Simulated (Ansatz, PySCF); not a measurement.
Gas-phase reaction (SMILES): [H][H] (H2) → 2 H atom; the H-H bond at the site shown breaks (other sites are not compared here).

Geometries: B3LYP-D3(BJ)/def2-TZVP minima from Ansatz (a quantum-chemistry and plane-wave program). UHF or UKS for open shells. Spin-orbit coupling is left out. Non-relativistic. CBS marks a two-point X^-3 extrapolation of the correlation energy; Hartree-Fock from the larger set (for Q and 5 zeta extrapolated as (X+1)exp(-9√X)). Thermal terms are rigid-rotor harmonic-oscillator values from B3LYP-D3(BJ) frequencies (PySCF) at 298.15 K and 1 atm. 1 Eh = 627.5095 kcal/mol. Atoms have translation alone. Electronic entropy comes from spin alone.

| species | E, CCSD(T)/CBS(cc-pVQZ,cc-pV5Z) (Ansatz) (Eh) | E, r2SCAN-D4/def2-TZVPD (Ansatz + dftd4) (Eh) | H - E (Eh) | G - E (Eh) |
|---|---|---|---|---|
| [H][H] (H2) | -1.17453 | -1.17100 | 0.01336 | -0.00144 |
| H atom | -0.50000 | -0.49993 | 0.00236 | -0.01065 |

### Question
Work out ΔE and ΔH, ΔG, ΔS and the equilibrium constant at 298.15 K at the first level, then ΔH at the second.

### Answer

1. ΔE = [2×(-0.50000)] - [(-1.17453)] = 0.17453 Eh = 109.5 kcal/mol at CCSD(T)/CBS(cc-pVQZ,cc-pV5Z).
2. The terms H - E add up to -0.00864 Eh, so ΔH = (0.17453 + (-0.00864))×627.5095 = 104.1 kcal/mol.
3. The terms G - E add up to -0.01986 Eh, so ΔG = 97.1 kcal/mol, and ΔS = (-0.00864 - (-0.01986))×627509.5/298.15 = 23.6 cal/(mol K).
4. log10 K = -ΔG/(RT ln 10) = -71.2, with RT ln 10 = 1.3642 kcal/mol.
5. At r2SCAN-D4/def2-TZVPD the same steps give ΔE = 107.4 and ΔH = 102.0 kcal/mol, a shift of -2.1 from the first level.
6. Tabulated enthalpies of formation ([H][H] (H2) 0.0 kcal/mol, zero by definition; H atom 52.1 kcal/mol, ATcT 1.112) give ΔH = 104.2, so the errors are -0.1 and -2.2 kcal/mol; the tables hold anharmonic motion, which both levels lack.
